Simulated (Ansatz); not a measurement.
Elements on the sites of an ideal fcc lattice, at a guessed lattice constant:

```
Ru Rh Os Pt
1.0
    -3.87032    3.87032   -3.87032
     3.87032    3.87032    3.87032
     3.87032   -3.87032   -3.87032
Ru Rh Os Pt
1 1 11 3
Direct
  0.50000 0.75000 0.75000
  0.00000 0.75000 0.25000
  0.25000 0.00000 0.75000
  0.00000 0.25000 0.75000
  0.75000 0.50000 0.75000
  0.25000 0.25000 0.50000
  0.00000 0.50000 0.50000
  0.75000 0.00000 0.25000
  0.75000 0.75000 0.50000
  0.00000 0.00000 0.00000
  0.25000 0.50000 0.25000
  0.75000 0.25000 0.00000
  0.50000 0.50000 0.00000
  0.50000 0.00000 0.50000
  0.50000 0.25000 0.25000
  0.25000 0.75000 0.00000
```

Cell and atoms were relaxed without symmetry on coarser meshes and computed once more. Method: DFT PBE, scalar-relativistic, plane waves, PAW in Ansatz.

Plane waves to 420 eV, a k mesh through Γ of 6×6×6 on the computed 16-atom cell and Gaussian smearing (0.10 eV); no spin polarisation.

The relaxation ran on 3×3×3 k points with a smearing of 0.1 eV, from sites shaken by 0.02 Å.

Task: What does the relaxation give?

Result: A volume of 14.47 Å³/atom and no gap on the mesh. It lies 0.11 eV/atom above the elements' standard states (static lattices, no corrections for gases). The atoms leave their sites by 0.04 Å (root mean square) and 0.06 Å at most, and the cell stretches by up to 0.2 % at fixed volume.

```yaml
crystal:
  lattice:
    - [-3.87577, 3.86255, -3.87664]
    - [3.87315, 3.85816, 3.87487]
    - [3.87043, -3.86079, -3.86953]
  atoms:
    - { symbol: Ru, position: [0.50179, 0.74688, 0.75082] }
    - { symbol: Rh, position: [0.99267, 0.74684, 0.25114] }
    - { symbol: Os, position: [0.24792, 0.99986, 0.74812] }
    - { symbol: Os, position: [0.00192, 0.24664, 0.75077] }
    - { symbol: Os, position: [0.75023, 0.50271, 0.75320] }
    - { symbol: Os, position: [0.24551, 0.25566, 0.50442] }
    - { symbol: Os, position: [0.00105, 0.49900, 0.49634] }
    - { symbol: Os, position: [0.75953, 0.00015, 0.25041] }
    - { symbol: Os, position: [0.75471, 0.75413, 0.50563] }
    - { symbol: Os, position: [0.99092, 0.00098, 0.99687] }
    - { symbol: Os, position: [0.24801, 0.49269, 0.25085] }
    - { symbol: Os, position: [0.75520, 0.25312, 0.00489] }
    - { symbol: Os, position: [0.50021, 0.49968, 0.99567] }
    - { symbol: Pt, position: [0.50211, 0.99939, 0.50510] }
    - { symbol: Pt, position: [0.50250, 0.25514, 0.25046] }
    - { symbol: Pt, position: [0.24846, 0.74576, 0.99620] }
```

The final mesh leaves forces up to 0.14 eV/Å and stresses up to 0.1 GPa: the relaxation ran on a coarser mesh, so the cell's shape, its bonds and its energy belong partly to that mesh.

Spin-orbit coupling is left out, which matters for the bands of heavy elements.

Cost: 2 runs of about 7.2 core-minutes in all (earlier runs that led there not counted), on Intel Xeon 6975P-C (Granite Rapids) (shared hosts).